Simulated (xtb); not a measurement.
xtb input (GFN2-xTB):

```bash
xtb mol.xyz --gfn 2 --sp --chrg 1 --uhf 0
```
mol.xyz:
```
8

C     -0.13468339    -1.70254242    -0.01346726
C      0.62070568    -0.59582440    -0.00184907
C      0.02614069     0.67530082     0.00522470
H     -1.21651456    -1.66781317    -0.01784364
H      0.33619508    -2.67690930    -0.01882473
H      1.70529948    -0.60535527     0.00272993
N     -0.43629138     1.72086322     0.01115740
H     -0.84391818     2.64243120     0.01638639
```

Output:

```
           -------------------------------------------------
          |                Calculation Setup                |
           -------------------------------------------------

           -------------------------------------------------
          |                 G F N 2 - x T B                 |
           -------------------------------------------------

        Reference                      10.1021/acs.jctc.8b01176
      * Hamiltonian:
        H0-scaling (s, p, d)           1.850000    2.230000    2.230000
        zeta-weighting                 0.500000
      * Dispersion:
        s8                             2.700000
        a1                             0.520000
        a2                             5.000000
        s9                             5.000000
      * Repulsion:
        kExp                           1.500000    1.000000
        rExp                           1.000000
      * Coulomb:
        alpha                          2.000000
        third order                    shell-resolved
        anisotropic                    true
        a3                             3.000000
        a5                             4.000000
        cn-shift                       1.200000
        cn-exp                         4.000000
        max-rad                        5.000000

          ...................................................
          :                      SETUP                      :
          :.................................................:
          :  # basis functions                  20          :
          :  # atomic orbitals                  20          :
          :  # shells                           12          :
          :  # electrons                        20          :
          :  max. iterations                   250          :
          :  Hamiltonian                  GFN2-xTB          :
          :  restarted?                      false          :
          :  GBSA solvation                  false          :
          :  PC potential                    false          :
          :  electronic temp.          300.0000000     K    :
          :  accuracy                    1.0000000          :
          :  -> integral cutoff          0.2500000E+02      :
          :  -> integral neglect         0.1000000E-07      :
          :  -> SCF convergence          0.1000000E-05 Eh   :
          :  -> wf. convergence          0.1000000E-03 e    :
          :  Broyden damping             0.4000000          :
          :  net charge                          1          :
          :  unpaired electrons                  0          :
          ...................................................

 iter      E             dE          RMSdq      gap      omega  full diag
   1    -10.9475809 -0.109476E+02  0.796E+00    4.36       0.0  T
   2    -11.0267536 -0.791727E-01  0.600E+00    3.99       1.0  T
   3    -11.0964221 -0.696686E-01  0.325E+00    3.92       1.0  T
   4    -11.0997862 -0.336407E-02  0.380E-01    3.86       1.0  T
   5    -11.1000550 -0.268820E-03  0.212E-01    3.86       1.0  T
   6    -11.1001042 -0.491255E-04  0.126E-01    3.87       1.0  T
   7    -11.1002170 -0.112830E-03  0.301E-02    3.88       1.2  T
   8    -11.1002172 -0.196895E-06  0.132E-02    3.87       2.7  T
   9    -11.1002182 -0.989212E-06  0.337E-03    3.88      10.5  T
  10    -11.1002182 -0.279460E-07  0.194E-03    3.88      18.3  T
  11    -11.1002182 -0.228789E-07  0.349E-04    3.88     101.4  T
  12    -11.1002182 -0.683269E-09  0.946E-05    3.88     373.7  T

   *** convergence criteria satisfied after 12 iterations ***

         #    Occupation            Energy/Eh            Energy/eV
      -------------------------------------------------------------
         1        2.0000           -0.9255393             -25.1852
       ...           ...                  ...                  ...
         4        2.0000           -0.7974031             -21.6984
         5        2.0000           -0.7808205             -21.2472
         6        2.0000           -0.7798096             -21.2197
         7        2.0000           -0.7439307             -20.2434
         8        2.0000           -0.7036725             -19.1479
         9        2.0000           -0.6641249             -18.0718
        10        2.0000           -0.6622316             -18.0202 (HOMO)
        11                         -0.5197579             -14.1433 (LUMO)
        12                         -0.4818038             -13.1105
        13                         -0.3833163             -10.4306
        14                         -0.2452101              -6.6725
        15                         -0.0746474              -2.0313
       ...                                ...                  ...
        20                          1.0806228              29.4052
      -------------------------------------------------------------
                  HL-Gap            0.1424737 Eh            3.8769 eV
             Fermi-level           -0.5909947 Eh          -16.0818 eV

 SCC (total)                   0 d,  0 h,  0 min,  0.005 sec
 SCC setup                      ...        0 min,  0.000 sec (  3.255%)
 Dispersion                     ...        0 min,  0.000 sec (  2.513%)
 classical contributions        ...        0 min,  0.000 sec (  0.637%)
 integral evaluation            ...        0 min,  0.000 sec (  9.249%)
 iterations                     ...        0 min,  0.003 sec ( 54.785%)
 molecular gradient             ...        0 min,  0.001 sec ( 23.921%)
 printout                       ...        0 min,  0.000 sec (  5.038%)

         :::::::::::::::::::::::::::::::::::::::::::::::::::::
         ::                     SUMMARY                     ::
         :::::::::::::::::::::::::::::::::::::::::::::::::::::
         :: total energy             -10.847856889967 Eh    ::
         :: gradient norm              0.048092064604 Eh/a0 ::
         :: HOMO-LUMO gap              3.876907291010 eV    ::
         ::.................................................::
         :: SCC energy               -11.100218446815 Eh    ::
         :: -> isotropic ES            0.117142326193 Eh    ::
         :: -> anisotropic ES         -0.028362858768 Eh    ::
         :: -> anisotropic XC          0.029991172119 Eh    ::
         :: -> dispersion             -0.002641637396 Eh    ::
         :: repulsion energy           0.252361556848 Eh    ::
         :: add. restraining           0.000000000000 Eh    ::
         :: total charge               1.000000000000 e     ::
         :::::::::::::::::::::::::::::::::::::::::::::::::::::

           -------------------------------------------------
          |                Property Printout                |
           -------------------------------------------------

    * Orbital Energies and Occupations

         #    Occupation            Energy/Eh            Energy/eV
      -------------------------------------------------------------
         1        2.0000           -0.9255393             -25.1852
         2        2.0000           -0.8788300             -23.9142
         3        2.0000           -0.8269376             -22.5021
         4        2.0000           -0.7974031             -21.6984
         5        2.0000           -0.7808205             -21.2472
         6        2.0000           -0.7798096             -21.2197
         7        2.0000           -0.7439307             -20.2434
         8        2.0000           -0.7036725             -19.1479
         9        2.0000           -0.6641249             -18.0718
        10        2.0000           -0.6622316             -18.0202 (HOMO)
        11                         -0.5197579             -14.1433 (LUMO)
        12                         -0.4818038             -13.1105
Note: The following floating-point exceptions are signalling: IEEE_UNDERFLOW_FLAG IEEE_DENORMAL
normal termination of xtb
        13                         -0.3833163             -10.4306
        14                         -0.2452101              -6.6725
        15                         -0.0746474              -2.0313
        16                         -0.0288824              -0.7859
        17                          0.0154284               0.4198
        18                          0.2097881               5.7086
        19                          0.3282871               8.9331
        20                          1.0806228              29.4052
      -------------------------------------------------------------
                  HL-Gap            0.1424737 Eh            3.8769 eV
             Fermi-level           -0.5909947 Eh          -16.0818 eV

     #   Z          covCN         q      C6AA      α(0)
     1   6 C        2.852    -0.010    28.251     8.711
     2   6 C        2.886     0.003    27.967     8.670
     3   6 C        1.911     0.215    26.061     8.245
     4   1 H        0.925     0.132     1.522     1.929
     5   1 H        0.925     0.151     1.387     1.842
     6   1 H        0.925     0.168     1.274     1.765
     7   7 N        1.771     0.008    21.771     6.909
     8   1 H        0.860     0.333     0.622     1.236

 Mol. C6AA /au·bohr⁶  :        609.238214
 Mol. C8AA /au·bohr⁸  :      14726.300947
 Mol. α(0) /au        :         39.306616

Wiberg/Mayer (AO) data.
largest (>0.10) Wiberg bond orders for each atom

 ---------------------------------------------------------------------------
     #   Z sym  total        # sym  WBO       # sym  WBO       # sym  WBO
 ---------------------------------------------------------------------------
     1   6 C    3.910 --     2 C    1.781     4 H    0.962     5 H    0.955
                             7 N    0.144
     2   6 C    3.959 --     1 C    1.781     3 C    1.205     6 H    0.893
     3   6 C    3.899 --     7 N    2.578     2 C    1.205
     4   1 H    0.983 --     1 C    0.962
     5   1 H    0.976 --     1 C    0.955
     6   1 H    0.972 --     2 C    0.893
     7   7 N    3.685 --     3 C    2.578     8 H    0.863     1 C    0.144
     8   1 H    0.888 --     7 N    0.863
 ---------------------------------------------------------------------------

Topologies differ in total number of bonds
Writing topology from bond orders to xtbtopo.mol

molecular dipole:
                 x           y           z       tot (Debye)
 q only:       -0.187       0.623       0.004
   full:       -0.215       0.749       0.005       1.980
molecular quadrupole (traceless):
                xx          xy          yy          xz          yz          zz
 q only:       -3.657      -4.236      12.356      -0.010       0.141      -8.699
  q+dip:       -3.104      -5.616      14.542      -0.007       0.173     -11.438
   full:       -3.358      -4.567      12.554      -0.010       0.145      -9.196

           -------------------------------------------------
          | TOTAL ENERGY              -10.847856889967 Eh   |
          | GRADIENT NORM               0.048092064604 Eh/α |
          | HOMO-LUMO GAP               3.876907291010 eV   |
           -------------------------------------------------

------------------------------------------------------------------------
------------------------------------------------------------------------
 total:
 SCF:
```

It need not be the lowest isomer of its formula.
